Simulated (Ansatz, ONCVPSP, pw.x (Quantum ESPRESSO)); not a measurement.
**What a changed setting does to a pw.x run (bcc Mo)**

Potential: optimised norm-conserving Vanderbilt (ONCV), ONCVPSP 4.0.1, LDA (Perdew-Wang 92); core [Ar] 3d10, reference 4s2 4p6 4d6; waves: 4s: rc 1.85 bohr, ncon 4, nbas 9, qcut 5.2 1/bohr, 2 projectors, debl 3.9 Ha; 4p: rc 1.85 bohr, ncon 4, nbas 8, qcut 8.1 1/bohr, 2 projectors, debl 2.6 Ha; 4d: rc 2.15 bohr, ncon 4, nbas 8, qcut 6.5 1/bohr, 1 projector; local part: polynomial inside 1.70 bohr (lpopt 5, dvloc0 3 Ha); core correction: Teter function, fcfact 5, rcfact 1.4.

The reference run (k-mesh 15³, cutoffs 50/200 Ry, Fermi–Dirac 0.01 Ry, mixing_beta 0.4, conv_thr 1e-9, no spin) gives 2.94 GPa at 15.067 Å³/atom, where all-electron LAPW gives 0.24 GPa. This run, with its own iteration cap, changes k-mesh points per axis to 6.

```
&control
  calculation='scf', prefix='x', pseudo_dir='./', outdir='./tmp', tstress=.true., disk_io='none'
/
&system
  ibrav=0, nat=1, ntyp=1, ecutwfc=50, ecutrho=200, nbnd=15,
  occupations='smearing', smearing='fd', degauss=0.01
/
&electrons
  conv_thr=1e-09, mixing_beta=0.4, electron_maxstep=50
/
ATOMIC_SPECIES
Mo 1.0 Mo.UPF
CELL_PARAMETERS angstrom
  -1.55592598 1.55592598 1.55592598
  1.55592598 -1.55592598 1.55592598
  1.55592598 1.55592598 -1.55592598
ATOMIC_POSITIONS crystal
Mo 0.0000 0.0000 0.0000
K_POINTS automatic
6 6 6 0 0 0
```

```bash
pw.x < Mo.scf.in > Mo.scf.out
```

Question: How does the run end?

Answer: It converges in 8 iterations; the free energy moves by -60.7 meV/atom and the pressure by -0.31 GPa.

```
Message from routine setup:
     using ibrav=0 with symmetry is DISCOURAGED, use correct ibrav instead
     lattice parameter (alat)  =       5.0927  a.u.
     unit-cell volume          =     101.6772 (a.u.)^3
     number of electrons       =        14.00
     number of Kohn-Sham states=           15
     kinetic-energy cutoff     =      50.0000  Ry
     charge density cutoff     =     200.0000  Ry
     scf convergence threshold =      1.0E-09
     Exchange-correlation= SLA  PW   NOGX NOGC
     number of k points=    16  Fermi-Dirac smearing, width (Ry)=  0.0100
     iteration #  1     ecut=    50.00 Ry     beta= 0.40
     total energy              =    -146.77757684 Ry
     estimated scf accuracy    <       0.18683956 Ry
     iteration #  2     ecut=    50.00 Ry     beta= 0.40
     total energy              =    -146.78182594 Ry
     estimated scf accuracy    <       0.02318429 Ry
     iteration #  3     ecut=    50.00 Ry     beta= 0.40
     total energy              =    -146.78405344 Ry
     estimated scf accuracy    <       0.00141998 Ry
     iteration #  4     ecut=    50.00 Ry     beta= 0.40
     total energy              =    -146.78417438 Ry
     estimated scf accuracy    <       0.00004793 Ry
     iteration #  5     ecut=    50.00 Ry     beta= 0.40
     total energy              =    -146.78418656 Ry
     estimated scf accuracy    <       0.00000248 Ry
     iteration #  6     ecut=    50.00 Ry     beta= 0.40
     total energy              =    -146.78418677 Ry
     estimated scf accuracy    <       0.00000001 Ry
     iteration #  7     ecut=    50.00 Ry     beta= 0.40
     total energy              =    -146.78418676 Ry
     estimated scf accuracy    <          3.5E-09 Ry
     iteration #  8     ecut=    50.00 Ry     beta= 0.40
     the Fermi energy is    21.8300 ev
!    total energy              =    -146.78418677 Ry
     estimated scf accuracy    <          7.0E-11 Ry
     smearing contrib. (-TS)   =      -0.00195259 Ry
     The total energy is F=E-TS. E is the sum of the following terms:
     one-electron contribution =     -16.41665443 Ry
     hartree contribution      =      17.83978886 Ry
     xc contribution           =     -26.90889023 Ry
     ewald contribution        =    -121.29647837 Ry
     convergence has been achieved in   8 iterations
          total   stress  (Ry/bohr**3)                   (kbar)     P=       26.28
     Message from routine punch:
     Nothing written, as per user request (disk_io='none')
```

The run took about 2.8 s on one core of a shared host (Intel(R) Xeon(R) Platinum 8259CL CPU @ 2.50GHz, 96 threads, 755 GiB, load 37).
